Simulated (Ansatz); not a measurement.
Cohesive energy (eV/atom) of 40 elemental metals, computed with LDA in Ansatz (PAW) and with PBEsol in Ansatz (PAW). The set holds measured phases with no doubt noted on the run or the magnetic state but for the caveats below. 4 more of the class have both values but aren't in it, for one of these reasons: built or high-temperature cells, doubts on the run or the magnetic state, unlike cells, values of zero, layered or molecular crystals. Solids without a value at one level (not run, failed, or a magnetic order lost), or held back for tests, aren't counted.

Every twentieth of the way through the set, in order of the shift (worked out from unrounded values):

```
solid                         LDA  PBEsol  shift (eV/atom)
--------------------------  -----  ------  ---------------
hcp Ru                       8.78    7.77            -1.01
bcc Mo                       8.10    7.12            -0.98
fcc Rh                       7.60    6.68            -0.91
hcp Re                       9.66    8.82            -0.84
hcp Os                      10.31    9.49            -0.82
bcc Ta                       9.58    8.95            -0.63
hcp Ti                       6.45    5.83            -0.62
fcc Ni                       6.09    5.47            -0.61
fcc Ag                       3.64    3.09            -0.55
hcp Hf                       7.53    7.06            -0.46
fcc Pb                       3.77    3.35            -0.42
white tin (β-Sn)             3.97    3.57            -0.39
body-centred tetragonal In   3.08    2.73            -0.35
hcp Cd                       1.52    1.20            -0.33
hcp Y                        4.92    4.61            -0.31
hcp Be                       4.23    3.98            -0.25
bcc Li                       1.80    1.68            -0.12
bcc Cs                       0.87    0.78            -0.09
fcc Ca                       2.20    2.11            -0.09
bcc K                        1.02    0.93            -0.08
hcp Mg                       1.77    1.71            -0.05
```

The shift from LDA to PBEsol has a median of -0.42 eV/atom, and eight in ten lie between -0.92 eV/atom and -0.09 eV/atom; PBEsol is the larger in 0 of 40.

Ansatz's runs of these crystals have no spin polarisation, but for bcc Fe, hcp Co, fcc Ni.

Density-functional runs with spin start from parallel moments for bcc Fe, parallel moments for hcp Co, parallel moments for fcc Ni.

Spin–orbit coupling is left out, also for the solids with elements from indium on (bcc Ta, body-centred tetragonal In, hcp Os, bcc Ba, white tin (β-Sn), bcc W, hcp Tl, fcc Ir, hcp Re, bcc Cs and 4 more); its size isn't shown.

Free atoms are spin-polarised, in the lowest state found; at levels without +SOC their spin–orbit coupling is left out. Each level is taken at its own relaxed cell. Ansatz's density-functional and Hartree–Fock values are scalar-relativistic unless marked +SOC, with PAW data made under PBE.

Ansatz is an electronic-structure program.
